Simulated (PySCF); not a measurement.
Functional dependence of a UV spectrum

Compound: NH₃.
Numbering: `[NH3:1]` (hydrogens: H2, H3, H4 on N1)

Linear-response calculations in the def2-SVPD basis (PySCF; singlets by full response, triplets Tamm–Dancoff, core orbitals frozen in the response; HF means time-dependent Hartree–Fock). 'Strongest' is the level of largest summed f among the singlets computed (10 roots, of which the last may lack a degenerate partner); it can jump between rows when another state enters that window. S1 is the lowest singlet of each run and needn't be the same state throughout; f(S1) is that of one state. Geometry: PBE0-D3(BJ)/def2-SVP; no solvent, vibrations or thermal averaging.

| functional | kind | S1 (eV) | f(S1) | strongest (eV) | T1 (eV) | HOMO (eV) | gap (eV) | ionisation energy, ΔSCF (eV) |
| --- | --- | --- | --- | --- | --- | --- | --- | --- |
| B3LYP | global hybrid, 20% exact exchange | 6.84 | 0.081 | 12.43 | 6.40 | -7.54 | 8.11 | 11.09 |
| PBE0 | global hybrid, 25% exact exchange | 7.11 | 0.085 | 12.68 | 6.62 | -7.78 | 8.76 | 10.92 |
| BHandHLYP | global hybrid, 50% exact exchange | 7.41 | 0.083 | 13.07 | 6.92 | -9.33 | 10.80 | 10.78 |
| CAM-B3LYP | range-separated hybrid | 7.03 | 0.081 | 12.61 | 6.58 | -9.32 | 10.96 | 11.08 |
| wB97X-D | range-separated hybrid | 7.27 | 0.093 | 12.35 | 6.98 | -9.79 | 12.53 | 11.01 |
| LC-wPBE | range-separated hybrid | 7.52 | 0.086 | 12.53 | 7.01 | -10.75 | 13.69 | 11.03 |

S1 runs from 6.84 eV (B3LYP) to 7.52 eV (LC-wPBE), a spread of 0.68 eV, while the orbital gap spreads over 5.6 eV. Along B3LYP (20%), PBE0 (25%), BHandHLYP (50%) S1 rises with the share of exact exchange. −ε(HOMO) comes closest to its own ΔSCF ionisation energy with LC-wPBE (-0.28 eV) and misses most with B3LYP (-3.54 eV). The lowest singlet of a reference set is 1A2(n→3s) at 6.59 eV (computed, theoretical best estimate (aug-cc-pVTZ, frozen core, CC3 geometry), gas; Veril, Scemama, Caffarel, Lipparini, Boggio-Pasqua, Jacquemin, Loos, WIREs Comput. Mol. Sci. 2021, 11, e1517 (QUESTDB)). The lowest computed singlet differs from it by B3LYP +0.25, CAM-B3LYP +0.44, PBE0 +0.52, wB97X-D +0.68, BHandHLYP +0.82, LC-wPBE +0.93 eV; geometry and basis of the reference needn't be the same. The lowest triplet of a reference set is 3A2(n→3s) at 6.31 eV (computed, theoretical best estimate (aug-cc-pVTZ, frozen core, CC3 geometry), gas; Veril, Scemama, Caffarel, Lipparini, Boggio-Pasqua, Jacquemin, Loos, WIREs Comput. Mol. Sci. 2021, 11, e1517 (QUESTDB)). The lowest computed triplet differs from it by B3LYP +0.09, CAM-B3LYP +0.27, PBE0 +0.31, BHandHLYP +0.61, wB97X-D +0.67, LC-wPBE +0.70 eV; geometry and basis of the reference needn't be the same.
